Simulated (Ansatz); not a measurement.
## hcp Be

These are PBEsol-D3(BJ) in Ansatz (PAW) values and carry that method's errors.

Settings: plane-wave cutoff 520 eV, 30×30×16 k mesh (along the axes of the cell as run), Fermi–Dirac smearing 0.05 eV, scalar-relativistic PAW data made under PBE.

Cell: relaxed at this level.

```yaml
equilibrium_volume_per_atom: 7.48 Å³/atom
bulk modulus B0: 132 GPa
lattice_parameter_a: 2.221 Å
lattice_parameter_c: 3.504 Å
band_gap: zero (no gap)
pressure derivative B′ of the bulk modulus: 3.3
```

Measured, for comparison: bulk modulus 117 GPa (room temperature, not corrected to a static lattice, our sources range from 97.2 to 117; as tabulated in arXiv:2410.04971); lattice constant a 2.286 Å (293 K, not corrected to a static lattice, our sources range from 2.286 to 2.290; as tabulated in Wikipedia's data pages); lattice parameter c 3.584 Å (293 K, not corrected to a static lattice; as tabulated in Wikipedia's data pages). Computed (rounded) less measured: bulk modulus not scored (sources differ), lattice constant a -2.8 % (-2.8 % to -3.0 % over the range), lattice parameter c -2.2 %.

Note: the bulk modulus comes from volumes at which shape and atoms were relaxed.

Static lattice: no zero-point or thermal effects.

Computing time: roughly 2.1 core-minutes.

Ansatz is an electronic-structure program.
